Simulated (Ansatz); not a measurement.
A run of Ansatz (development build ahead of 0.2.0) on doublet NO2 at this shape:

```xyz
3

N     0.0000    0.0000    0.0000
O     0.0000    2.7500    1.1750
O     0.0000   -2.7500    1.1750
```

Its results:

```yaml
Converged: yes
Total_energy: -204.55637 hartree
Spin_squared_of_the_determinant: 3.646
Stability_test: minimum
```

Problem. Which input gives this output? Name the method, the orbitals and the basis set, and write the input.

Solution. PBE (unrestricted) in pcseg-2.

```yaml
crystal:
  periodic: [false, false, false]
  atoms:
    - { symbol: "N", position_ang: [0.0, 0.0, 0.0] }
    - { symbol: O, position_ang: [0.0, 2.75, 1.175] }
    - { symbol: O, position_ang: [0.0, -2.75, 1.175] }
basis:
  gaussian: { orbitals: pcseg-2 }
magnetization:
  spin_polarized: true
  initial_magnetization: 1
hamiltonian:
  xc: pbe
```

Caution: charge can spread falsely over distant fragments; the unrestricted determinant is a mixture of spin states.
